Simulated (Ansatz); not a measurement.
Geometry optimisation, RKS PBE0-D4/def2-TZVP in Ansatz.

Input file:

```yaml
crystal:
  periodic: [false, false, false]
  atoms:
    - { symbol: B, position_ang: [0.0, 0.0, 0.0] }
    - { symbol: F, position_ang: [0.8785, 0.0, 1.2404] }
    - { symbol: H, position_ang: [1.3883, 0.0, 0.0683] }
    - { symbol: H, position_ang: [-1.0305, 0.0, -0.595] }
basis:
  gaussian: { orbitals: def2-TZVP }
hamiltonian:
  xc: pbe0
  dispersion: d4
relax:
  f_tol: 0.15
  max_steps: 25
  restrain:
    - { distance: [1, 2], at: 0.92, k: 30.0 }
    - { distance: [0, 1], at: 2.52, k: 30.0 }
    - { distance: [0, 2], at: 2.39, k: 30.0 }
output:
  orbitals: {}
```

Run as:

```bash
$ ansatz run input.yaml --threads 1 --pin off --max-ram 2048MiB --backend cpu --events-out ev --progress --plain --runs-dir out
```

Question: Where does it end, and by what steps?

Answer: The run converged. The restraints hold the end off the free minimum. After 8 steps the energy has risen by 0.254 eV (the restraints' own energy left out); B1 moved furthest, 0.87 Å. Parted: B1–F2 (1.52 → 2.52 Å). Joined: F2–H3 (1.28 → 0.93 Å).

```tsv
step	energy less start (eV)	largest force component (eV/Å)	accepted
0	0.0000	6.728	yes
1	2.0505	10.264	yes
2	2.8860	10.824	yes
3	1.3092	6.934	yes
4	0.4804	1.049	yes
5	0.3416	0.573	yes
6	0.2840	0.822	yes
7	0.2661	0.648	yes
8	0.2540	0.263	yes
```

```xyz
4
Properties=species:S:1:pos:R:3
B -0.237 0.000 -0.836
F 1.128 0.000 1.286
H 1.697 0.000 0.556
H -1.351 0.000 -0.293
```

The run took 9.5 s on 1 thread of Arm Neoverse V1 (shared host), peak memory 0.12 GiB.
